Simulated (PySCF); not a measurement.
Members of the series CXY, Y = methyl; each row names its spin state. Isolated molecules, 0 K electronic values unless said otherwise. One relaxed conformer stands for each flexible species; it need not be the lowest. Strings in code marks are SMILES.

These are PySCF with PBE-D3(BJ)/def2-TZVP // B3LYP-D3(BJ)/def2-TZVP values and carry that method's errors. 

A: X = vinyl, multiplicity 3 (`C=C[C]C` (lower triplet; C–C–C–C torsion 180°))
B: X = AlH2, multiplicity 3 (`C[C][AlH2]` (lower triplet))
C: X = mercapto, multiplicity 3 (`C[C]S` (excited triplet; C–C–S–H torsion 93°))

Pick the species with the lowest highest occupied spin orbital.

B (-4.87 eV); next is C (-4.66 eV).
